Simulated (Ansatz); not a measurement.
System: trimethyl amine, C$_{3}$H$_{9}$N, net charge 0, singlet state. SMILES: CN(C)C
Geometry from a B3LYP-D3(BJ)/def2-TZVP (Ansatz, a first-principles code) optimisation:
```
N
C 1 1.4503
H 2 1.0911 1 109.85
H 2 1.0911 3 108.21 1 119.93
H 2 1.1055 3 108.00 4 116.68
C 1 1.4503 2 111.65 3 176.58
H 6 1.0911 1 109.85 2 -176.58
H 6 1.0911 7 108.21 1 -119.93
H 6 1.1055 7 108.00 8 -116.68
C 1 1.4503 2 111.65 3 -57.65
H 10 1.0911 1 109.85 2 176.58
H 10 1.0911 11 108.21 1 119.93
H 10 1.1055 11 108.00 12 116.68
```
Charge 0, spin multiplicity 1.

Wanted: atomisation energy, in kcal/mol. Conventions: UHF or UKS for open shells; LANL2DZ all-electron up to Ne; non-relativistic; valence correlation only; no dispersion term unless named; 6-311+G** with 5d; spin-orbit terms left out; atomisation electronic, to ground-state atoms; 6-31G* and kin with 6d, 5d where marked. CBS marks a two-point X^-3 extrapolation of the correlation energy; Hartree-Fock from the larger set. [CCSD(T)-MP2]/basis is that difference in the basis named. First-principles rows: single points at B3LYP-D3(BJ) geometries (Ansatz).

Coupled cluster (Ansatz) is a level with limits of its own, used here on species with T1 under 0.025 (0.045 for open shells) and stable references: RI-MP2/CBS(cc-pVTZ,cc-pVQZ)+[CCSD(T)-MP2]/cc-pVTZ.

Value to compare with, RI-MP2/CBS(cc-pVTZ,cc-pVQZ)+[CCSD(T)-MP2]/cc-pVTZ (Ansatz): 1160.7 kcal/mol.

```
level             program  atomisation energy (kcal/mol)  difference
----------------  -------  -----------------------------  ----------
B3LYP/STO-3G       Ansatz                         1367.0       206.3
B3LYP/3-21G        Ansatz                         1143.3       -17.4
B3LYP/LANL2DZ      Ansatz                         1126.0       -34.7
B3LYP/6-31G        Ansatz                         1132.6       -28.1
B3LYP/6-31G*       Ansatz                         1159.9        -0.8
B3LYP/6-31+G*      Ansatz                         1152.9        -7.8
B3LYP/6-31G**      Ansatz                         1167.3         6.6
B3LYP/def2-SVP     Ansatz                         1163.3         2.6
B3LYP/cc-pVDZ      Ansatz                         1141.8       -18.9
B3LYP/6-311+G**    Ansatz                         1151.9        -8.8
B3LYP/def2-TZVPD   Ansatz                         1156.6        -4.1
```

Among the 10 habitual levels, B3LYP/STO-3G lies farthest from RI-MP2/CBS(cc-pVTZ,cc-pVQZ)+[CCSD(T)-MP2]/cc-pVTZ (Ansatz) (206.3 kcal/mol) and B3LYP/6-31G* nearest (-0.8); 3 of 10 lie above it, and their mean absolute difference is 33.2 kcal/mol, the median 13.1. One case shows no general order.

The sets are all those run for this method; runs whose electronic state is in doubt are left out.
